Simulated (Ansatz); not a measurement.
A nudged elastic band was laid between two geometries of BH3O + H2O (8 atoms, charge 0, multiplicity 1).

Method: RKS r2SCAN-D4/def2-SVP in Ansatz.

```json
{"movable images": "5", "climbing image": "yes", "spring": "5.0 eV/Å²", "optimiser": "quadratic models (default)", "start path": "through a guess of the saddle point", "force threshold": "0.05 eV/Å", "iteration limit": "60", "end points": "relaxed"}
```

First end point:

```xyz
8
Properties=species:S:1:pos:R:3
B -0.038 -0.122 -0.003
H 0.463 -0.800 0.872
H 0.666 0.435 -0.825
O -1.332 -0.386 -0.429
H -1.775 -1.015 0.150
O -0.384 1.528 1.067
H 0.229 2.174 0.686
H -1.230 1.717 0.628
```

Last end point:

```xyz
8
Properties=species:S:1:pos:R:3
B -0.559 0.320 -0.672
H 1.035 0.566 3.031
H 0.316 -0.184 -1.337
O -1.832 -0.168 -0.629
H -1.950 -0.953 -1.176
O -0.251 1.423 0.057
H -1.019 1.748 0.548
H 0.859 0.780 2.324
```

Problem. Which bonds break or form, and what moves?

Solution. Bonds broken: B1–H2, O6–H8. Bonds formed: B1–O6, H2–H8. BH3O + H2O becomes BH3O2 + H2.

Problem. What energy profile does the band end with?

Solution. It converged. The highest image is number 2 of 0 to 6, 0.202 eV above the first end and 1.371 eV above the last; the last end lies 1.170 eV below the first. The profile has 2 maxima (images 2, 4) with wells between them (image 3): this band takes more than one step, which may be the mechanism or a detour left from its start path. Neighbouring images differ by up to 1.3 eV, so the band resolves the path poorly. A vibrational analysis at the climbing image gives 2 clearly imaginary modes (337i, 49i cm⁻¹): a point of higher order. A lower path may pass nearby, or the ends, which weren't checked, may share the extra mode. The orbitals stay closed-shell, which can raise the energy where a bond breaks towards radicals; this wasn't checked here.

```csv
image,path coordinate (Å),energy (eV),B1–H2 (Å),O6–H8 (Å),B1–O6 (Å)
0,0.00,0.000,1.21,0.97,2.00
1,1.21,0.035,1.22,0.97,1.95
2,2.42,0.202,1.23,0.97,1.71
3,3.85,0.001,1.22,0.97,1.99
4,5.28,0.174,1.83,1.76,1.41
5,6.72,-1.148,3.14,2.51,1.36
6,8.15,-1.170,4.04,2.60,1.36
```

Problem. What is the geometry of the highest image?

Solution. 
```xyz
8
Properties=species:S:1:pos:R:3
B -0.069 0.012 0.043
H 0.371 -0.644 0.987
H 0.660 0.096 -0.935
O -1.485 -0.029 -0.184
H -1.799 -0.914 -0.391
O -0.024 1.600 0.673
H -0.883 1.912 0.326
H -0.172 1.498 1.626
```

The band took 31 iterations and about 6 core-minutes.

Run time: 6.1 min on 1 thread of Arm Neoverse V1 (shared host), peak memory 0.12 GiB.
